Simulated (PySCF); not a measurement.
# C2H4F2 (SMILES FCCF): levels of theory compared

Wanted: a comparison of 5 runs (B3LYP/6-31G*, PBE/def2-SVP, PBE0/def2-SVP, TPSSh/6-31G**, MP2/cc-pVTZ) of C2H4F2. 

The calculation is run with PySCF 2.14.0.

### Step 1. The system as given

The species is C2H4F2 (8 atoms), meant as a singlet with charge 0. SMILES: `FCCF`. The coordinates come from a PBE0-D4/def2-TZVP relaxation. This is one conformer, not always the lowest.

Bond lengths: F1–C2 1.378 Å, C2–C3 1.498 Å, C3–F4 1.378 Å, C2–H5 1.094 Å, C2–H6 1.095 Å, C3–H7 1.095 Å, C3–H8 1.094 Å. Some angles: F1–C2–C3 110.9°, C2–C3–F4 110.9°, F1–C2–H5 108.2°, F1–C2–H6 108.3°, C3–C2–H5 110.5°, C3–C2–H6 109.4°, C2–C3–H7 109.4°, C2–C3–H8 110.5°, F4–C3–H7 108.3°, F4–C3–H8 108.2°.

### Step 2. Energy and forces at B3LYP/6-31G(d) (Cartesian functions) (run 1)

Input file calc.py:

```python
# FCCF
from pyscf import gto, dft

molecule = gto.M(
    atom='''
F   -1.312370   0.775570   0.874010
C   -0.115750   0.716060   0.193200
C    0.217900  -0.696080  -0.177380
F   -0.618130  -1.153280  -1.172850
H   -0.201180   1.337840  -0.702830
H    0.670250   1.117960   0.841860
H    1.248900  -0.742470  -0.544780
H    0.110390  -1.355610   0.688780
''',
    max_memory=1860,
    verbose=4,
    basis='6-31g*',
    cart=True,
)

myscf = dft.RKS(molecule, xc='b3lyp')
myscf.conv_tol = 1e-10
myscf.grids.level = 5
myscf.kernel()
if not myscf.converged:
    myscf = myscf.newton().run(myscf.mo_coeff, myscf.mo_occ)

etot = myscf.e_tot
print(f'total energy: {etot:.8f} hartree')
grad = myscf.nuc_grad_method().kernel()
dip = myscf.dip_moment()
pop, q = myscf.mulliken_pop()
```

Started as:

```
$ OMP_NUM_THREADS=1 python calc.py
```

What it wrote:

```text
PySCF version 2.14.0

[... 75 lines left out ...]
converged SCF energy = -278.278302989501
total energy: -278.27830299 hartree
[... 12 lines left out ...]
Dipole moment(X, Y, Z, Debye):  2.30610,  0.45119,  0.35699
[... 77 lines left out ...]
charge of    7H =      0.14812
```

Run time: 13 s. Hardware: 1 thread of Intel Xeon Platinum 8488C (Sapphire Rapids), shared host; peak memory 0.67 GiB.

### Step 3. Energy and gradient at PBE/def2-SVP (run 2)

Input file run.py:

```python
from pyscf import gto, dft

mol = gto.M(
    atom='''
F     -2.480020     1.465615     1.651640
C     -0.218736     1.353157     0.365095
C      0.411771    -1.315401    -0.335200
F     -1.168096    -2.179383    -2.216365
H     -0.380175     2.528151    -1.328156
H      1.266589     2.112638     1.590885
H      2.360079    -1.403065    -1.029485
H      0.208607    -2.561732     1.301606
''',
    basis='def2-svp',
    spin=0,
    verbose=4,
    unit='bohr',
    max_memory=1860,
)

mf = dft.RKS(mol)
mf.xc = 'pbe'
mf.conv_tol = 1e-10
mf.grids.level = 5
mf.kernel()
if not mf.converged:
    mf = mf.newton().run(mf.mo_coeff, mf.mo_occ)

e_final = mf.e_tot
print('Final energy', e_final)
grad = mf.nuc_grad_method().kernel()
mf.analyze()
```

Started as:

```
$ OMP_NUM_THREADS=1 python run.py
```

What it wrote:

```text
PySCF version 2.14.0

[... 93 lines left out ...]
Nuclear Repulsion Energy =             128.134637809163451
[... 11 lines left out ...]
MO #6   energy= -1.0645199432455   occ= 2
[... 9 lines left out ...]
MO #16  energy= -0.2864919669169   occ= 2
[... 9 lines left out ...]
MO #26  energy= 0.425826365105737  occ= 0
[... 9 lines left out ...]
MO #36  energy= 0.745607274769188  occ= 0
[... 9 lines left out ...]
MO #46  energy= 1.47941312827184   occ= 0
[... 9 lines left out ...]
MO #56  energy= 1.88322558425241   occ= 0
[... 9 lines left out ...]
MO #66  energy= 2.82305710843799   occ= 0
[... 9 lines left out ...]
MO #76  energy= 3.67574413199078   occ= 0
[... 87 lines left out ...]
Dipole moment(X, Y, Z, Debye):  2.25371,  0.44094,  0.34888
```

It took 14 s on 1 thread of Intel Xeon Platinum 8488C (Sapphire Rapids), shared host; peak memory 0.75 GiB.

Runs 3 to 4 aren't shown in full; the table further down has their settings and results.

### Step 4. Energy and gradient at MP2/cc-pVTZ (run 5)

Input file run.py:

```python
# FCCF
import pyscf.grad
from pyscf import gto, mp

mol = gto.M(
    atom=[
    ('F', (-1.312370, 0.775570, 0.874010)),
    ('C', (-0.115750, 0.716060, 0.193200)),
    ('C', (0.217900, -0.696080, -0.177380)),
    ('F', (-0.618130, -1.153280, -1.172850)),
    ('H', (-0.201180, 1.337840, -0.702830)),
    ('H', (0.670250, 1.117960, 0.841860)),
    ('H', (1.248900, -0.742470, -0.544780)),
    ('H', (0.110390, -1.355610, 0.688780)),
],
    basis='cc-pvtz',
    charge=0,
    verbose=3,
    max_memory=1860,
)

mf = mol.RHF()
mf.conv_tol = 1e-10
mf.kernel()
if not mf.converged:
    mf = mf.newton().run(mf.mo_coeff, mf.mo_occ)

pt = mp.MP2(mf, frozen=4).run()
etot = pt.e_tot
print(f'total energy: {etot:.8f} hartree')
grad = pt.Gradients().kernel()
mf.analyze()
```

Started as:

```
$ OMP_NUM_THREADS=1 python run.py
```

What it wrote:

```text
converged SCF energy = -277.034828413745
[... 19 lines left out ...]
MO #8   energy= -0.879800583887894 occ= 2
[... 20 lines left out ...]
MO #29  energy= 0.545487832600912  occ= 0
[... 20 lines left out ...]
MO #50  energy= 1.26097027242296   occ= 0
[... 20 lines left out ...]
MO #71  energy= 2.44605627887918   occ= 0
[... 20 lines left out ...]
MO #92  energy= 3.33109865577985   occ= 0
[... 20 lines left out ...]
MO #113 energy= 4.1148510493689    occ= 0
[... 20 lines left out ...]
MO #134 energy= 5.29091834757842   occ= 0
[... 20 lines left out ...]
MO #155 energy= 7.56575612811292   occ= 0
[... 20 lines left out ...]
MO #176 energy= 13.42450231875     occ= 0
[... 9 lines left out ...]
Dipole moment(X, Y, Z, Debye):  2.84274,  0.55618,  0.44006
```

It took 1.7 min on 1 thread of Intel Xeon Platinum 8488C (Sapphire Rapids), shared host; peak memory 2.1 GiB.

### Step 5. All runs side by side

```
run                                level  Cartesian functions  integration grid  energy (Eh)  dipole moment (D) of the reference  HOMO energy (eV)  LUMO energy (eV)  wall time
  1   B3LYP/6-31G* (Cartesian functions)                  yes                 5  -278.278303                                2.38             -8.79              2.60       13 s
  2                         PBE/def2-SVP                   no                 5  -277.773448                                2.32             -7.39              1.09       14 s
  3                        PBE0/def2-SVP                   no                 5  -277.788589                                2.59             -9.32              1.95       13 s
  4  TPSSh/6-31G** (spherical functions)                   no                 5  -278.280315                                2.36             -8.08              2.52       23 s
  5                          MP2/cc-pVTZ                   no                 –  -277.878492                                2.93            -13.88              3.77    1.7 min
```

### Step 6. Results

```
                                          quantity          value
                               run 5: total energy  -277.87849 Eh
       run 5: dipole moment (Hartree–Fock density)         2.93 D
        run 5: HOMO energy (Hartree–Fock orbitals)      -13.88 eV
        run 5: LUMO energy (Hartree–Fock orbitals)        3.77 eV
      run 5: HOMO–LUMO gap (Hartree–Fock orbitals)       17.66 eV
run 5: correlation energy (4 core orbitals frozen)     -843.7 mEh
                   run 5: largest force on an atom     0.313 eV/Å
```

In words: Over runs 1, 2, 3, 4 the dipole moment (its size) runs from 2.32 D (PBE/def2-SVP) to 2.59 D (PBE0/def2-SVP). Over runs 1, 2, 3, 4 the HOMO–LUMO gap runs from 8.48 eV (PBE/def2-SVP) to 11.38 eV (B3LYP/6-31G*). The two ends differ in method and basis. Totals of different functionals can't be ranked against each other. All runs together took 2.8 min, the longest 1.7 min.
